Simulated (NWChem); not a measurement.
formaldehyde (CH2O); SMILES C=O

All runs: NWChem. Pople sets run with spherical d functions. All runs use the structure optimised with PBE-D3(BJ)/def2-SVP. Ions are spin-unrestricted doublets at the neutral geometry; other ion states weren't tried.

### Question
Among these, which level gives the highest value of “−ε(HOMO) (eV)”?
A. M06-2X/6-31+G*
B. PBE0/6-31+G*
C. B3LYP/6-31+G*
D. r2SCAN/6-31+G*

### Answer
A, M06-2X/6-31+G*. Values: r2SCAN/6-31+G* 6.61; B3LYP/6-31+G* 7.69; PBE0/6-31+G* 7.90; M06-2X/6-31+G* 9.49
